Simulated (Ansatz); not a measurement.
Process, species as SMILES: O (H2O) → [OH-] + H+
B3LYP-D3(BJ)/def2-TZVP geometries, fixed; electronic energies without zero-point terms.

Basis-set convergence of the deprotonation energy at r2SCAN with Ansatz (an electronic-structure program). Cartesian d functions, on some or all atoms, in 6-31G*, 6-31+G*; all else is spherical. The program fits the integrals of some runs and decomposes those of others, by size. No added dispersion term, no relativity. Functions are those of the species that has most. Reference: the value in aug-cc-pV5Z, 397.41 kcal/mol, itself unsure by roughly 0.17 kcal/mol (its mean distance from aug-pcseg-3, aug-cc-pVQZ, def2-QZVPPD). Deviations are taken from unrounded values.

| basis | functions | deprotonation energy (kcal/mol) |
|---|---|---|
| 6-31G* | 19 | 430.94 |
| 6-31+G* | 23 | 394.51 |
| cc-pVDZ | 24 | 438.27 |
| aug-cc-pVDZ | 41 | 395.95 |
| def2-SVP | 24 | 436.62 |
| def2-SVPD | 39 | 396.10 |
| pcseg-1 | 24 | 423.90 |
| aug-pcseg-1 | 41 | 394.74 |
| 6-311G** | 30 | 429.28 |
| 6-311+G** | 34 | 397.95 |
| def2-TZVP | 43 | 410.41 |
| def2-TZVPD | 58 | 396.39 |
| cc-pVTZ | 58 | 420.68 |
| aug-cc-pVTZ | 92 | 397.35 |
| pcseg-2 | 58 | 406.26 |
| aug-pcseg-2 | 92 | 397.01 |
| def2-TZVPP | 59 | 411.41 |
| def2-TZVPPD | 74 | 397.20 |
| cc-pVQZ | 115 | 412.01 |
| aug-cc-pVQZ | 172 | 397.53 |
| def2-QZVPP | 117 | 404.35 |
| def2-QZVPPD | 132 | 397.31 |
| pcseg-3 | 126 | 399.71 |
| aug-pcseg-3 | 183 | 397.13 |
| cc-pV5Z | 201 | 403.99 |
| aug-cc-pV5Z | 287 | 397.41 |

What the diffuse functions change, pair by pair:
- 6-31G* to 6-31+G*: 4 more functions, deviation 33.53 to -2.90 kcal/mol
- cc-pVDZ to aug-cc-pVDZ: 17 more functions, deviation 40.86 to -1.45 kcal/mol
- def2-SVP to def2-SVPD: 15 more functions, deviation 39.21 to -1.31 kcal/mol
- pcseg-1 to aug-pcseg-1: 17 more functions, deviation 26.49 to -2.66 kcal/mol
- 6-311G** to 6-311+G**: 4 more functions, deviation 31.87 to 0.55 kcal/mol
- def2-TZVP to def2-TZVPD: 15 more functions, deviation 13.01 to -1.01 kcal/mol
- cc-pVTZ to aug-cc-pVTZ: 34 more functions, deviation 23.27 to -0.06 kcal/mol
- pcseg-2 to aug-pcseg-2: 34 more functions, deviation 8.85 to -0.40 kcal/mol
- def2-TZVPP to def2-TZVPPD: 15 more functions, deviation 14.00 to -0.21 kcal/mol
- cc-pVQZ to aug-cc-pVQZ: 57 more functions, deviation 14.61 to 0.12 kcal/mol
- def2-QZVPP to def2-QZVPPD: 15 more functions, deviation 6.94 to -0.10 kcal/mol
- pcseg-3 to aug-pcseg-3: 57 more functions, deviation 2.30 to -0.28 kcal/mol
- cc-pV5Z to aug-cc-pV5Z: 86 more functions, deviation 6.58 to 0.00 kcal/mol

Leaving out the reference's own pair, they bring the value nearer the reference by more than 0.17 kcal/mol in 12 of 12 pairs.
